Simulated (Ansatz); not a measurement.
**AlH5OSi: ionisation energy by level of theory**

One table from this session's results is given with a row withheld; the runs are named, their logs left out.

Program: Ansatz 0.2.0, Gaussian basis. Level of theory: unrestricted cation, the program's frozen cores in correlated methods. These are calculated values, not measurements.

Plan: UKS PBE-D4/def2-TZVPP; UKS r2SCAN-D4/def2-TZVPP; UKS PBE0-D4/def2-TZVPP; UKS B3LYP-D4/def2-TZVPP; UKS wB97X-V/def2-TZVPP; UKS wB97M-V/def2-TZVPP; UKS B2PLYP/def2-TZVPP; UHF-MP2/def2-TZVPP; UHF-MP2/def2-QZVPP; then −ε(HOMO) from the neutral's earlier runs with LDA (SPW92), PBE-D4, revPBE-D4, BLYP-D4, r2SCAN-D4, B97M-V, PBE0-D4, B3LYP-D4, r2SCANh-D4, r2SCAN0-D4, HSE06-D4, BHLYP-D4, CAM-B3LYP-D4, LC-ωPBE, ωB97X-V, ωB97M-V.

1 further run of the same task is left out (it didn't finish).

## The relaxed structure

All runs share one geometry, relaxed beforehand with PBE0-D4 in a triple-zeta def2 set.

SMILES `O[SiH2][AlH2]`, 8 atoms, charge 0, spin multiplicity 1.

Atoms are counted from 1 here; the program's logs count them from 0.

Bond lengths: O1–Si2 1.661 Å, O1–H4 0.959 Å, Si2–Al3 2.460 Å, Si2–H5 1.498 Å, Si2–H6 1.499 Å, Al3–H7 1.591 Å, Al3–H8 1.588 Å. Angles: Si2–O1–H4 117.0°, O1–Si2–Al3 109.0°, O1–Si2–H5 110.4°, O1–Si2–H6 110.5°, Al3–Si2–H5 111.2°, Al3–Si2–H6 111.1°, H5–Si2–H6 104.5°, Si2–Al3–H7 118.5°, Si2–Al3–H8 122.5°, H7–Al3–H8 119.1°.

The first run:

in.yaml

```yaml
crystal:
  periodic: [false, false, false]
  atoms:
    - {symbol: O, position_ang: [-1.713831, 0.101176, -0.693089]}
    - {symbol: Si, position_ang: [-0.214277, 0.675447, -0.269878]}
    - {symbol: Al, position_ang: [1.101276, -1.159127, 0.706314]}
    - {symbol: H, position_ang: [-2.324006, 0.726528, -1.087368]}
    - {symbol: H, position_ang: [0.476948, 1.262937, -1.462576]}
    - {symbol: H, position_ang: [-0.343224, 1.818661, 0.690423]}
    - {symbol: H, position_ang: [2.590283, -0.856920, 1.178058]}
    - {symbol: H, position_ang: [0.519131, -2.625800, 0.882216]}
basis:
  gaussian: {orbitals: def2-TZVPP}
total_charge: 1
magnetization: {spin_polarized: true, initial_magnetization: 1}
hamiltonian: {xc: pbe, dispersion: d4}
```

On the command line:

```sh
$ ansatz run in.yaml --threads 2 --pin off --events-out ev --progress --plain --max-ram 4352MiB
```

Among the steps run: Cation, UKS PBE-D4/def2-TZVPP; Cation, UKS r2SCAN-D4/def2-TZVPP; Cation, UKS PBE0-D4/def2-TZVPP; Cation, UKS B3LYP-D4/def2-TZVPP; Cation, UKS wB97X-V/def2-TZVPP; Cation, UKS wB97M-V/def2-TZVPP; Cation, UKS B2PLYP (frozen core)/def2-TZVPP; Cation, UHF-MP2/def2-TZVPP; Cation, UHF-MP2/def2-QZVPP.

One table of the session follows, with a row left open; its other results are not shown here.

Orbital estimates, from the neutral's runs:

| functional | −ε(HOMO) (eV) |
| --- | --- |
| LDA (SPW92) | 6.37 |
| PBE-D4 | 6.31 |
| revPBE-D4 | 6.28 |
| BLYP-D4 | 6.19 |
| r2SCAN-D4 | 6.56 |
| B97M-V | 6.64 |
| PBE0-D4 | 7.42 |
| B3LYP-D4 | 7.23 |
| r2SCANh-D4 | 6.96 |
| r2SCAN0-D4 | 7.57 |
| HSE06-D4 | 7.02 |
| BHLYP-D4 | 8.43 |
| CAM-B3LYP-D4 | 8.69 |
| LC-ωPBE | 9.99 |
| ωB97X-V | 9.68 |
| ωB97M-V | ? |

**Question.** Estimate the row for ωB97M-V.

As computed: −ε(HOMO) (eV): 9.42. In the column «−ε(HOMO) (eV)» it lies between CAM-B3LYP-D4 (8.69) and ωB97X-V (9.68).
